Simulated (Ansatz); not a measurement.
Process, species as SMILES: [SiH4] (SiH4) → 4 H atom + Si atom
B3LYP-D3(BJ)/def2-TZVP geometries, fixed; electronic energies without zero-point terms.

The atomisation energy at MP2 with Ansatz (a program for electronic structure), in kcal/mol, split into its Hartree-Fock and correlation parts. Cores are frozen. Open shells are unrestricted. No added dispersion term, no relativity. Functions are those of the species that has most.

| basis | X | functions | Hartree-Fock | MP2 |
|---|---|---|---|---|
| aug-cc-pV(D+d)Z | 2 | 68 | 252.19 | 298.85 |
| aug-cc-pV(T+d)Z | 3 | 147 | 255.92 | 311.69 |
| aug-cc-pV(Q+d)Z | 4 | 273 | 256.89 | 315.76 |

Worked estimate of the basis-set limit from each neighbouring pair, with Hartree-Fock from the larger set and the correlation part extrapolated as X^-3.
Correlation parts: X = 2: 46.66, X = 3: 55.77, X = 4: 58.87.
- (2,3): (27·(55.77) - 8·(46.66))/19 = 59.61; with Hartree-Fock 255.92 the estimate is 315.53 kcal/mol.
- (3,4): (64·(58.87) - 27·(55.77))/37 = 61.13; with Hartree-Fock 256.89 the estimate is 318.02 kcal/mol.
The last two estimates differ by 2.50 kcal/mol; the largest set lies 2.26 from the last. Over the last step Hartree-Fock moves by 0.97 and the correlation part by 3.10.
